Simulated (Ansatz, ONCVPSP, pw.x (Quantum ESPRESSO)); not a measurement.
pw.x on diamond Si: one setting changed

Potential: optimised norm-conserving Vanderbilt (ONCV), ONCVPSP 4.0.1.1 (patched build), LDA (Perdew-Wang 92); core [Ne], reference 3s2 3p2; waves: 3s: rc 1.80 bohr, ncon 4, nbas 9, qcut 3 1/bohr, local; 3p: rc 2.25 bohr, ncon 4, nbas 8, qcut 3.4 1/bohr, 3 projectors, debl 1.6 Ha; d scattering state at 0.16 Ha: rc 2.40 bohr, ncon 4, nbas 8, qcut 3.9 1/bohr, 2 projectors, debl 2.8 Ha; local part: the s channel; core correction: none.

The reference run (k-mesh 9³, cutoffs 160/640 Ry, Fermi–Dirac 0.01 Ry, mixing_beta 0.4, conv_thr 1e-9, no spin) gives -1.03 GPa at 19.694 Å³/atom, where all-electron LAPW gives -0.03 GPa. This run, with its own iteration cap, changes nbnd to 16.

```
&control
  calculation='scf', prefix='x', pseudo_dir='./', outdir='./tmp', tstress=.true., disk_io='none'
/
&system
  ibrav=0, nat=2, ntyp=1, ecutwfc=160, ecutrho=640, nbnd=16,
  occupations='smearing', smearing='fd', degauss=0.01
/
&electrons
  conv_thr=1e-09, mixing_beta=0.4, electron_maxstep=50
/
ATOMIC_SPECIES
Si 1.0 Si.UPF
CELL_PARAMETERS angstrom
  0.00000000 2.70050288 2.70050288
  2.70050288 0.00000000 2.70050288
  2.70050288 2.70050288 0.00000000
ATOMIC_POSITIONS crystal
Si 0.0000 0.0000 0.0000
Si 0.2500 0.2500 0.2500
K_POINTS automatic
9 9 9 0 0 0
```

```bash
pw.x < Si.scf.in > Si.scf.out
```

Q: How does the run end?

A: It converges in 7 iterations; the free energy moves by +0.0 meV/atom and the pressure by +0.00 GPa. The result is that of the reference run.

```
Message from routine setup:
     using ibrav=0 with symmetry is DISCOURAGED, use correct ibrav instead
     lattice parameter (alat)  =       7.2170  a.u.
     unit-cell volume          =     265.8034 (a.u.)^3
     number of electrons       =         8.00
     number of Kohn-Sham states=           16
     kinetic-energy cutoff     =     160.0000  Ry
     charge density cutoff     =     640.0000  Ry
     scf convergence threshold =      1.0E-09
     Exchange-correlation= SLA  PW   NOGX NOGC
     number of k points=    35  Fermi-Dirac smearing, width (Ry)=  0.0100
     iteration #  1     ecut=   160.00 Ry     beta= 0.40
     total energy              =     -15.89690617 Ry
     estimated scf accuracy    <       0.06273610 Ry
     iteration #  2     ecut=   160.00 Ry     beta= 0.40
     total energy              =     -15.89316485 Ry
     estimated scf accuracy    <       0.01607755 Ry
     iteration #  3     ecut=   160.00 Ry     beta= 0.40
     total energy              =     -15.89417131 Ry
     estimated scf accuracy    <       0.00030555 Ry
     iteration #  4     ecut=   160.00 Ry     beta= 0.40
     total energy              =     -15.89418977 Ry
     estimated scf accuracy    <       0.00000396 Ry
     iteration #  5     ecut=   160.00 Ry     beta= 0.40
     total energy              =     -15.89419055 Ry
     estimated scf accuracy    <       0.00000040 Ry
     iteration #  6     ecut=   160.00 Ry     beta= 0.40
     total energy              =     -15.89419061 Ry
     estimated scf accuracy    <          1.0E-08 Ry
     iteration #  7     ecut=   160.00 Ry     beta= 0.40
     the Fermi energy is     6.3784 ev
!    total energy              =     -15.89419061 Ry
     estimated scf accuracy    <          7.1E-11 Ry
     smearing contrib. (-TS)   =      -0.00035865 Ry
     The total energy is F=E-TS. E is the sum of the following terms:
     one-electron contribution =       4.70812727 Ry
     hartree contribution      =       1.08584199 Ry
     xc contribution           =      -4.79867565 Ry
     ewald contribution        =     -16.88912557 Ry
     convergence has been achieved in   7 iterations
          total   stress  (Ry/bohr**3)                   (kbar)     P=      -10.35
     Message from routine punch:
     Nothing written, as per user request (disk_io='none')
```

The run took about 65 s on one core of a shared host (Intel(R) Xeon(R) 6975P-C, 192 threads, 756 GiB, load 348).
